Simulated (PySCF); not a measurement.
Q: Give a PBE0-D3(BJ)/def2-SVP geometry of 3-chloro-2-methylpropene (`C=C(C)CCl`).

A: 
```xyz
12
C4H7Cl angstrom
C      0.1109    1.3170   -0.5640
C      0.1900    0.0109   -0.2854
C     -0.9829   -0.9172   -0.3432
C      1.4969   -0.5861    0.1359
Cl     2.0478   -1.8746   -0.9951
H     -0.8403    1.7796   -0.8417
H      0.9906    1.9655   -0.5222
H     -0.7794   -1.7451   -1.0406
H     -1.8947   -0.3981   -0.6675
H     -1.1719   -1.3719    0.6440
H      2.2927    0.1683    0.1728
H      1.4150   -1.0683    1.1219
```

Orientation and origin are arbitrary. Atoms count from 1 in this order. The C–C distances run from 1.338 Å (C1=C2, drawn double) to 1.497 Å (C2–C4, drawn single), a spread of 0.159 Å. Of the pairs four or more bonds apart, Cl5···H8 is among the closest relative to their van der Waals radii: 2.83 Å, 96 % of the sum of Bondi's values.

Bonds between heavy atoms (Å): C1=C2 1.338, C2–C3 1.497, C2–C4 1.497, C4–Cl5 1.801.

Method used: PySCF 2.14.0, PBE0-D3(BJ)/def2-SVP geometry optimisation, gas phase.

Point group: C1 (no symmetry element, even within 0.4 Å). PBE0-D3(BJ)/def2-SVP frequencies: not computed here. One conformer, not necessarily the lowest (C1–C2–C4–Cl5 -120°).

Time: 21 s wall. Hardware: Arm Neoverse V2, one thread, shared host. These figures are those of the optimisation.
